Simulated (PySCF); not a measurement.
First SCF of a structure search on quartet Li₃, at a hand-made obtuse triangle geometry. PySCF input:

```python
from pyscf import gto, scf, dft
mol = gto.M(atom='''
Li     0.000000     0.000000     0.000000
Li     2.240800     1.723700     0.000000
Li    -2.240800     1.723700     0.000000''',
    basis={'Li': 'def2-TZVP'},
    charge=0, spin=3)
mf = dft.UKS(mol, xc='PBE0')
mf.grids.atom_grid = (50, 194)
aux = {'Li': 'def2-universal-JKFIT'}
mf = mf.density_fit(auxbasis=aux)
mf.conv_tol = 1e-08
mf.diis_space = 10
mf.max_cycle = 60
mf.init_guess = 'minao'
mf.verbose = 4
mf.kernel()
```

Excerpt of the output (cycles alone):

```
init E= -22.4139786809575
cycle= 1 E= -22.3992910667327  delta_E= 0.0147  |g|= 0.0262  |ddm|= 1.21
cycle= 2 E= -22.4016695325453  delta_E= -0.00238  |g|= 0.00742  |ddm|= 0.405
cycle= 3 E= -22.4018555725835  delta_E= -0.000186  |g|= 0.0024  |ddm|= 0.071
cycle= 4 E= -22.4019253131062  delta_E= -6.97e-05  |g|= 0.00111  |ddm|= 0.0366
cycle= 5 E= -22.4019555388817  delta_E= -3.02e-05  |g|= 0.000684  |ddm|= 0.0264
cycle= 6 E= -22.4019659763315  delta_E= -1.04e-05  |g|= 0.000276  |ddm|= 0.0184
cycle= 7 E= -22.4019691309343  delta_E= -3.15e-06  |g|= 0.00012  |ddm|= 0.0117
cycle= 8 E= -22.4019696514772  delta_E= -5.21e-07  |g|= 2.76e-05  |ddm|= 0.00562
cycle= 9 E= -22.4019696793088  delta_E= -2.78e-08  |g|= 3.21e-06  |ddm|= 0.00169
cycle= 10 E= -22.4019696793923  delta_E= -8.34e-11  |g|= 7.72e-07  |ddm|= 5.28e-05
Extra cycle  E= -22.4019696793937  delta_E= -1.43e-12  |g|= 1.97e-07  |ddm|= 6.73e-06
converged SCF energy = -22.4019696793937  <S^2> = 3.7500017  2S+1 = 4.0000009
```

No lower solution of this spin was found from smeared starts or by a stability analysis within the unrestricted form.

The search for the lowest solution, 3 starts and the stability check together, took 1.8 s on 2 threads of a shared Arm Neoverse V2 host, with 42 basis functions; the process peaked at 0.25 GiB.
